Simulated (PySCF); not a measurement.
Breaking a bond: CH4O, SMILES CO. The O2–H6 bond (O2 also carries C; H6 carries nothing else) is varied alone, starting from the PBE0/def2-TZVP optimised geometry.

UHF/cc-pVDZ (PySCF); RHF/cc-pVDZ (PySCF); UKS-CAM-B3LYP = unrestricted CAM-B3LYP/cc-pVDZ in PySCF; RKS-CAM-B3LYP = PySCF with restricted CAM-B3LYP/cc-pVDZ; UKS-M06-2X = unrestricted M06-2X/cc-pVDZ (PySCF); RKS-M06-2X = restricted M06-2X/cc-pVDZ in PySCF; UKS-PBE = PySCF with unrestricted PBE/cc-pVDZ; RKS-PBE = restricted PBE/cc-pVDZ in PySCF.

Scanned distances (Å): 0.76, 0.82, 0.86, 0.90, 0.94, 0.96, 0.99, 1.02, 1.06, 1.10, 1.19, 1.28, 1.43, 1.59, 1.73, 1.90, 2.12, 2.33, 2.60, 2.85, 3.37.

Question: Where does the unrestricted solution first break spin symmetry (<S²> of 0.01 or more)?

Answer: UHF: between 1.28 and 1.43 Å; UKS-CAM-B3LYP: between 1.43 and 1.59 Å; UKS-M06-2X: between 1.59 and 1.73 Å; UKS-PBE: between 1.73 and 1.90 Å.

```tsv
R / Å	<S²> UHF	E(RHF) − E(UHF) / kJ/mol	<S²> UKS-CAM-B3LYP	E(RKS-CAM-B3LYP) − E(UKS-CAM-B3LYP) / kJ/mol	<S²> UKS-M06-2X	E(RKS-M06-2X) − E(UKS-M06-2X) / kJ/mol	<S²> UKS-PBE	E(RKS-PBE) − E(UKS-PBE) / kJ/mol
0.76	0.00	0.0	0.00	0.0	0.00	0.0	0.00	0.0
0.82	0.00	0.0	0.00	0.0	0.00	0.0	0.00	0.0
0.86	0.00	0.0	0.00	0.0	0.00	0.0	0.00	0.0
0.90	0.00	0.0	0.00	0.0	0.00	0.0	0.00	0.0
0.94	0.00	0.0	0.00	0.0	0.00	0.0	0.00	0.0
0.96	0.00	0.0	0.00	0.0	0.00	0.0	0.00	0.0
0.99	0.00	0.0	0.00	0.0	0.00	0.0	0.00	0.0
1.02	0.00	0.0	0.00	0.0	0.00	0.0	0.00	0.0
1.06	0.00	0.0	0.00	0.0	0.00	0.0	0.00	0.0
1.10	0.00	0.0	0.00	0.0	0.00	0.0	0.00	0.0
1.19	0.00	0.0	0.00	0.0	0.00	0.0	0.00	0.0
1.28	0.00	0.0	0.00	0.0	0.00	0.0	0.00	0.0
1.43	0.35	15.5	0.00	0.0	0.00	0.0	0.00	0.0
1.59	0.66	78.2	0.08	0.6	0.00	0.0	0.00	0.0
1.73	0.80	145.1	0.38	14.7	0.32	6.8	0.00	0.0
1.90	0.90	224.8	0.64	47.3	0.67	41.5	0.41	8.2
2.12	0.95	316.5	0.83	97.6	0.86	99.9	0.71	34.0
2.33	0.98	390.1	0.91	143.7	0.93	151.1	0.85	61.3
2.60	1.00	466.9	0.97	194.9	0.97	204.8	0.93	—
2.85	1.00	523.5	0.99	233.4	0.99	244.2	0.97	—
3.37	1.01	607.6	1.00	291.0	0.00	—	1.00	—
```

Dashes: no converged value, or the column stops at the first point that the program doubted or that broke a chosen test of continuity, which isn't proof of a fault.
